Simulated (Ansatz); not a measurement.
1T (CdI2-type) CdI₂ was calculated with PBE0-D4 in Ansatz (plane waves, PAW).

**Question.** Estimate the interlayer binding energy, layer repeat distance and gap between the layers that the calculation returns.

**Answer.** 
* **interlayer binding energy**: 14.6 meV/Å²
* **layer repeat distance**: 6.788 Å
* **gap between the layers**: 3.368 Å

Spin–orbit coupling is not included.

The computed numbers hold no vibrational or temperature effects.

Ansatz is an electronic-structure program.
